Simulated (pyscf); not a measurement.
PySCF, gas phase, ωB97X-D3(BJ)/def2-SVP geometries.

**Question.** For the elementary gas-phase step `[SiH3][PH2]` + `[SiH3]` [doublet] → `[PH2]` [doublet] + `[SiH3][SiH3]` (doublet surface; P–Si broken, Si–Si formed), what barrier and reaction energy does ωB97M-D3(BJ)/def2-TZVP give, measured from the separated reactants?

**Answer.** ΔE‡ = 35.8 kJ/mol, ΔE = -17.7 kJ/mol. Zero-point energy shifts the barrier by +2.1 kJ/mol. It is a substitution at Si, with an imaginary mode of 585i cm⁻¹. This is the saddle that the search found; another between the same sides may lie lower. The angle at the attacked Si is 176°.
